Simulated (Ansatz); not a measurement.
SiF2H2 (SiH₂F₂). The state is a singlet with charge 0. Geometry r2SCAN-D4/def2-TZVP; atoms count from 1.

Cartesian coordinates in Å:
```
Si -0.0503 -0.0137 0.0174
F 0.2871 0.9036 -1.2326
F 1.3210 -0.4661 0.6753
H -0.7592 -1.2138 -0.4600
H -0.7985 0.7900 0.9999
```

(1) Estimate the Mulliken populations from the PBE0/def2-TZVP orbitals of Ansatz.

(2) And the Mayer bond orders between heavy atoms (over 0.3)?

Answers

(1) 
```csv
atom,charge (e)
Si1,0.66
F2,-0.30
F3,-0.30
H4,-0.03
H5,-0.03
```
Mulliken values depend strongly on the basis.

(2) Si1–F2 1.13 (1.59 Å); Si1–F3 1.13 (1.59 Å).
